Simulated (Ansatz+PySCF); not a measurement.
**Stretching singlet HF**

The H–F distance is varied.

Basis set: 6-31G (spherical functions). Charge 0, multiplicity 1.

Computed with Ansatz (development build ahead of 0.2.0), each point on the determinant that the search for low states chose. Each curve is measured from its own lowest point listed.

```
r(H–F) (Å)  RHF-MP2 (eV)  UHF-MP2 (eV)  PBE0 (restricted) (eV)
     0.828         0.462         0.462                   0.445
     0.920         0.000         0.000                   0.000
     1.012         0.073         0.073                   0.087
     1.058         0.224         0.224                   0.244
     1.150         0.653         0.653                   0.686
     1.242         1.169         1.169                   1.218
     1.380         1.985         2.654                   2.064
     1.472         2.515         3.347                   2.618
     1.564         3.014         3.793                   3.148
     1.610         3.250         3.954                   3.402
     1.702         3.692         4.192                   3.884
     1.794         4.090         4.351                   4.330
     1.886         4.444         4.458                   4.740
     1.978         4.754         4.531                   5.114
     2.070         5.019         4.582                   5.454
     2.116         5.135         4.601                   5.612
     2.208         5.337         4.630                   5.904
     2.301         5.498         4.650                   6.168
```

Problem. Give the UHF curve at the same distances.

Solution.

| r (Å) | E (eV) |
| --- | --- |
| 0.828 | 0.326 |
| 0.920 | 0.000 |
| 1.012 | 0.204 |
| 1.058 | 0.420 |
| 1.150 | 0.976 |
| 1.242 | 1.620 |
| 1.380 | 2.460 |
| 1.472 | 2.777 |
| 1.564 | 2.979 |
| 1.610 | 3.051 |
| 1.702 | 3.157 |
| 1.794 | 3.227 |
| 1.886 | 3.273 |
| 1.978 | 3.305 |
| 2.070 | 3.327 |
| 2.116 | 3.335 |
| 2.208 | 3.348 |
| 2.301 | 3.356 |

Caution for UHF at some points, UHF-MP2 at some points: the unrestricted determinant is a mixture of spin states. Caution for RHF-MP2 at some points, UHF-MP2 at some points: bonds are stretched, where a single reference can fail; large amplitudes, a single reference is doubtful. Caution for RHF-MP2 at some points, PBE0 (restricted) at some points: an unrestricted determinant lies well below. Caution for UHF-MP2 at some points: a plain start can end on a higher determinant; another reference gives a lower total. Caution for PBE0 (restricted) at some points: charge can spread falsely over distant fragments.
